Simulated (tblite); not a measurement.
Species: C3H5O2 (doublet state).
Geometry (GFN2-xTB, Å), atoms numbered from 1 in this order:
```
atom  x, y, z in Å
C1     1.955    0.155    0.057
C2     0.658   -0.182    0.539
O3     0.419   -0.853    1.528
O4    -0.323    0.339   -0.243
C5    -1.645    0.050    0.168
H6     2.059    0.753   -0.829
H7     2.822   -0.195    0.584
H8    -2.302    0.531   -0.552
H9    -1.811   -1.031    0.180
H10   -1.824    0.436    1.174
```

The geometry is computed with GFN2-xTB (gas phase). This method treats the open shell by occupation alone, without spin polarisation.

Masses are those of the commonest isotopes; rigid-rotor values at the optimised geometry. The values belong to one conformer with, in the numbering `[CH2:1][C:2](=[O:3])[O:4][CH3:5]`, H–C1–C2–O3 180° and 0°, C1–C2–O4–C5 180°.

(1) Give the principal moments of inertia and the rotational constants in MHz.

(2) Classify the top.

(3) Is it planar, by Δ = Ic − Ia − Ib?

(4) Where do the levels up to J = 5 lie, in MHz?

Results:

(1) Ia = 46.82, Ib = 113.01, Ic = 156.67 u·Å²; 505379 MHz·u·Å²/I gives A = 10794, B = 4472, C = 3226 MHz.

(2) An asymmetric top; Ray's κ = -0.671.

(3) Not planar: Δ = Ic − Ia − Ib = -3.16 u·Å². For a rigid frame Δ = −2 Σ m c², so Σ m c² = 1.58 u·Å² lies off the ab plane, practically all of it from hydrogen. The atom farthest from that plane is 0.89 Å away.

(4) Above 0(0,0):
J = 1: 1(0,1) 7698, 1(1,1) 14020, 1(1,0) 15266
J = 2: 2(0,2) 22927, 2(1,2) 28170, 2(1,1) 31908, 2(2,1) 50875, 2(2,0) 51042
J = 3: 3(0,3) 45373, 3(1,3) 49296, 3(1,2) 56759, 3(2,2) 73968, 3(2,1) 74783, 3(3,1) 108793, 3(3,0) 108807
J = 4: 4(0,4) 74650, 4(1,4) 77300, 4(1,3) 89664, 4(2,3) 104630, 4(2,2) 106957, 4(3,2) 139880, 4(3,1) 139977, 4(4,1) 188234, 4(4,0) 188235
J = 5: 5(0,5) 110442, 5(1,5) 112076, 5(1,4) 130385, 5(2,4) 142749, 5(2,3) 147766, 5(3,3) 178809, 5(3,2) 179192, 5(4,2) 227093, 5(4,1) 227102, 5(5,1) 289259, 5(5,0) 289259
Those of J = 1 are B + C, A + C and A + B.

For this open shell read J as N, the rotation without spin; fine and hyperfine splittings come on top. Its GFN2-xTB frequencies are all real (lowest 72 cm⁻¹). No vibrational averaging or centrifugal distortion is included, and the geometry carries the error of its method.

The run took under 0.1 s wall on Arm Neoverse V1, one thread, on a shared host. These figures are those of the optimisation.
